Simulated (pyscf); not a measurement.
`[CH3][In]` [singlet] + `[SH2]` → `[SH][In]` [singlet] + `[CH4]`, a four-centre exchange (singlet surface; C–In, H–S broken, In–S, C–H formed). Optimised with ωB97X-D3(BJ)/def2-SVP in PySCF. Correlated levels are frozen-core, on RHF or UHF. ΔMP2 is the change of the MP2 total energy from the triple- to the quadruple-zeta basis. Energies in eV from the separated reactants.

Small-basis levels: PySCF, no dispersion term, spherical d functions. AM1 to PM7: differences of heats of formation from MOPAC, which are fitted to 298 K values and so differ in kind from electronic energies by zero-point and thermal terms. GFN2-xTB: tblite. Cost: rough CPU time at the saddle relative to B3LYP/6-31G*+LANL2DZ, from one job on a shared machine.

```tsv
level	barrier	reaction energy	cost
MP2/6-31G*+LANL2DZ	0.54	-1.79	0.2
BP86/6-31G*+LANL2DZ	0.07	-1.81	1
B3LYP/LANL2DZ	0.29	-1.93	0.8
B3LYP/6-311+G**+LANL2DZ	0.40	-1.68	2
PBE/def2-SVP	-0.13	-1.80	3
B3LYP/def2-SVP	0.21	-1.80	2
GFN2-xTB	(withheld)	-2.25	under 0.02
AM1	(withheld)	-0.94	under 0.02
PM6	0.63	-1.33	under 0.02
CCSD(T)/def2-TZVPP + ΔMP2(QZVPP)	(withheld)	-1.70	–
```

Question: Fill in the missing entries.

Answer: 
- GFN2-xTB, barrier: -0.32
- AM1, barrier: 0.18
- CCSD(T)/def2-TZVPP + ΔMP2(QZVPP), barrier: 0.30

Against the last row the barrier runs from -0.62 (GFN2-xTB) to +0.33 eV (PM6). At PBE/def2-SVP, GFN2-xTB this geometry lies under one side, so the entry may be no barrier of that level: it is a single point on another level's saddle. CCSD(T)/def2-TZVPP + ΔMP2(QZVPP) has limits of its own. On the reactant side the descent ends in a complex, 0.31 eV under the separated species and 0.51 eV under the saddle at ωB97X-D3(BJ)/def2-TZVP. At ωB97X-D3(BJ)/def2-TZVP the barrier from the zero used here is 0.20 eV. This is the saddle that the search found; another between the same sides may lie lower. The CCSD(T) − MP2 part came from Ansatz, without density fitting, on the same reference. The frozen core leaves the outer d or s,p core shells of the metals and heavy elements correlated in the MP2 and CC values, and def2-TZVPP describes them poorly, which can shift differences by a few kcal/mol. In the def2 sets elements past Kr carry core potentials, without spin-orbit coupling.
